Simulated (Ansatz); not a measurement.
## How far a parabola holds: energy against volume of zinc-blende CdS (metastable phase)

We consider zinc-blende CdS (metastable phase), described by r²SCAN-D4 (Ansatz, an electronic-structure program, plane waves, PAW). Numerical settings: plane-wave cutoff 560 eV, 10×10×10 k mesh, Fermi–Dirac smearing 0.01 eV, scalar-relativistic PAW data made under PBE. The cell has no free parameter but its volume, all volumes share cutoff and mesh, and the runs aren't spin-polarised. Energies are free energies at the run's smearing, counted from the lowest row; static lattice.

| V (Å³/atom) | E (meV/atom) |
|---|---|
| 24.093 | 8.42 |
| 24.595 | 2.03 |
| 25.097 | 0.00 |
| 25.599 | 1.88 |
| 26.101 | 7.28 |
| 26.603 | ? |

Question: Fit E against V with a parabola, and predict the withheld value at V = 26.603.

Answer: With u = V - 25.1, the rows have u = -1.0070, -0.5050, -0.0030, 0.4990, 1.0010. Least squares gives E = -0.007 - 0.4373·u + 7.7918·u². Residuals (row less fit): 0.085, -0.171, 0.006, 0.165, -0.083; standard error 0.188 (degrees of freedom: 2). The fitted curve has its minimum at V = 25.1, where E = -0.01. Its curvature is d²E/dV² = 2 × 7.7918 meV/Å⁶, so B = V0·d²E/dV² × 0.1602 = 62.7 GPa. At the withheld row, u = 1.5030, so E = -0.007 - 0.4373 × 1.5030 + 7.7918 × 1.5030² = 16.937 meV/atom. The calculation gives 15.82 meV/atom, 1.117 meV/atom below the prediction (7.1 % of the range of E in the table). The row lies outside the fitted rows, so this is an extrapolation. From the scatter of the fitted rows alone, a prediction at this place has a standard error of 0.445 meV/atom, so the miss is 2.5 times that.

The residuals are curvature that a parabola lacks, not noise. A solid that stiffens under compression and softens on expansion lies above the parabola at the compressed end and under it at the expanded end, as this row does. A third-order Birch-Murnaghan fit to the whole scan has B0 = 62.4 GPa. Only scans are tabulated whose curvature falls smoothly with volume, and where the parabola meets the shown rows within 5 % of their range and misses the end by 0.1 meV or more.
